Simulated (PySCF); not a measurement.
## How methods differ on the ionisation energy of Li

Li [He] 2s1 (2S) → Li⁺ 1s2 (1S), as a difference of total energies. All numbers are calculated (PySCF 2.14, the non-relativistic Hamiltonian (point nucleus), in aug-cc-pVDZ). The calculations carry no spin-orbit coupling.

```tsv
method	ionisation energy (eV)	error (eV)
UHF	5.342	-0.050
PBE0	5.563	+0.171
TPSS	5.498	+0.106
```

Reference: 5.392 eV (measured; NIST Atomic Spectra Database, ionization energies).
